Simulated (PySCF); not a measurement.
**How the method moves the HOMO and LUMO of `BS[SiH3]`**

BH5SSi.
Z-matrix (Å and degrees, PBE0-D3(BJ)/def2-SVP geometry), rows numbered from 1:
```
B 
S   1  1.7797
Si  2  2.1708  1  100.09
H   1  1.2074  2  121.57  3    -0.11
H   1  1.2045  2  116.45  3   179.84
H   3  1.4904  2  109.93  1   -60.50
H   3  1.4904  2  109.84  1    60.61
H   3  1.4903  2  106.87  1  -179.95
```

Basis pcSseg-2 throughout (PySCF), one geometry. Isolated species at its PBE0-D3(BJ)/def2-SVP geometry (one conformer only).

**Question.** How do the orbital energies, the gap and the dipole change with the method?

**Answer.** 
```tsv
method	kind	HOMO (eV)	LUMO (eV)	gap (eV)	μ (D)	SCF cycles
BLYP	GGA	-6.99	-2.36	4.63	1.11	14
B97-D	GGA	-7.10	-2.33	4.77	1.11	14
PBE	GGA	-7.18	-2.53	4.64	1.13	14
OPBE	GGA	-7.19	-2.40	4.79	1.13	14
KT2	GGA	-7.20	-2.50	4.71	1.11	13
KT3	GGA	-7.21	-2.43	4.79	1.10	14
BP86	GGA	-7.26	-2.58	4.68	1.13	14
LDA	LDA	-7.29	-2.77	4.52	1.19	13
B97-2	global hybrid	-8.03	-1.57	6.46	1.14	12
B3LYP	global hybrid	-8.03	-1.78	6.25	1.14	12
PBE0	global hybrid	-8.28	-1.59	6.69	1.16	11
mPW1PW91	global hybrid	-8.29	-1.59	6.71	1.15	11
BHandHLYP	global hybrid	-9.22	-0.58	8.64	1.17	11
CAM-B3LYP	range-separated hybrid	-9.53	-0.50	9.03	1.19	11
wB97X-D	range-separated hybrid	-10.08	0.24	10.32	1.19	12
HF	Hartree–Fock	-10.78	1.69	12.46	1.24	10
LC-wPBE	range-separated hybrid	-10.91	0.61	11.51	1.23	13
```

The HOMO spans 3.92 eV, from BLYP down to LC-wPBE, and the gap runs from 4.52 eV (LDA) to 12.46 eV (HF). Over the methods BLYP (0 %), B97-D (0 %), PBE (0 %), OPBE (0 %), KT2 (0 %), KT3 (0 %), BP86 (0 %), LDA (0 %), B97-2 (21 %), B3LYP (20 %), PBE0 (25 %), mPW1PW91 (25 %), BHandHLYP (50 %), HF (100 %), a straight line through the gap against the share of exact exchange rises by 0.78 eV for each 10 % (correlation coefficient 0.999). The dipole ranges from 1.10 D (KT3) to 1.24 D (HF). This basis has no diffuse functions.
